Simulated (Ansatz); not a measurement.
# PH2+ (singlet): wave-function methods side by side, cc-pVDZ

How much of the correlation energy of PH2+ (singlet) does each wave-function method recover here?

Computed with Ansatz 0.2.0, Gaussian basis. Level: cc-pVDZ, core rule «outside noble gas», up to 5 orbitals frozen.

The runs, in order: UHF; CCSD(T) on RHF; CCSD(T) on UHF; BCCD(T) on RHF; CISD; CCSDT(Q) on RHF; CCSDT(Q) on UHF; CISDTQ; CCSDTQ on RHF; CASSCF and MRCISD+Q, 6 electrons in 6 orbitals; CASSCF and NEVPT2, 6 electrons in 6 orbitals; Full CI.

18 further runs of the same task are left out: 5 that didn't finish, 13 set aside as unsound or not needed.

## (1) The geometry

The geometry is a PBE0/def2-TZVP stationary point (not a proven minimum) of the parent state, kept for this charge and spin.

3 atoms, charge 1, spin multiplicity 1.

Atoms are counted from 1 here; the program's logs count them from 0.

Bond lengths: P1–H2 1.416 Å, P1–H3 1.416 Å. Angles: H2–P1–H3 122.2°.

Geometry (Å):

```
P     0.00000   -0.04181    0.00000
H     0.00000    0.64245   -1.23972
H     0.00000    0.64245    1.23972
```

## (2) UHF

File in.yaml:

```yaml
crystal:
  periodic: [false, false, false]
  atoms:
    - {symbol: P, position_ang: [0.000000, -0.041813, 0.000000]}
    - {symbol: H, position_ang: [0.000000, 0.642452, -1.239718]}
    - {symbol: H, position_ang: [0.000000, 0.642452, 1.239718]}
basis:
  gaussian: {orbitals: cc-pVDZ}
total_charge: 1
magnetization: {spin_polarized: true, initial_magnetization: 0}
hamiltonian: {xc: hf}
output: {orbitals: {seedname: orbitals}}
```

Command:

```
> ansatz run in.yaml --threads 1 --pin off --events-out ev --progress --plain --max-ram 2393MiB
```

Further steps of the session: CCSD(T) on RHF; CCSD(T) on UHF; BCCD(T) on RHF; CISD; CCSDT(Q) on RHF; CCSDT(Q) on UHF; CISDTQ; CCSDTQ on RHF; CASSCF and MRCISD+Q, 6 electrons in 6 orbitals; CASSCF and NEVPT2, 6 electrons in 6 orbitals; Full CI.

Before running them: what should the planned runs give, taken together? Wanted: FCI below the RHF energy; RMP2 from FCI; UMP2 from FCI; RCCSD from FCI; RCCSD(T) from FCI; UCCSD(T) from FCI; RCCSDT(Q) from FCI; UCCSDT(Q) from FCI; NEVPT2 valence from FCI.

**Answer**, as computed:

```
                         quantity                                                                                                 value
         FCI below the RHF energy                                                                                            -3.5318 eV
                    RMP2 from FCI                                                                                          +88.1 kJ/mol
                    UMP2 from FCI                                                                                          +79.5 kJ/mol
                   RCCSD from FCI                                                                                           +9.3 kJ/mol
                RCCSD(T) from FCI                                                                                           +2.4 kJ/mol
                UCCSD(T) from FCI                                                                                           +3.3 kJ/mol
               RCCSDT(Q) from FCI                                                                                           +0.1 kJ/mol
               UCCSDT(Q) from FCI                                                                                           +0.3 kJ/mol
          NEVPT2 valence from FCI                                                                                          +56.3 kJ/mol
        MRCISD+Q valence from FCI                                                                                           +1.0 kJ/mol
levels within 1 kcal/mol (43 meV)  RCCSD(T), UCCSD(T), BCCD(T), RCCSDT, UCCSDT, CISDTQ, RCCSDT(Q), UCCSDT(Q), RCCSDTQ, MRCISD+Q valence
                    T1 diagnostic                                                                                                 0.013
   effectively unpaired electrons                                                                                                  0.11
```

What this shows: RCCSD(T) misses by +2.4 kJ/mol, 0.7 % of the correlation energy. One determinant dominates. Of the multireference levels listed MRCISD+Q valence comes nearest in total energy (+1.0 kJ/mol), which doesn't show that its space is the better one. These misses are within one basis, not against nature.
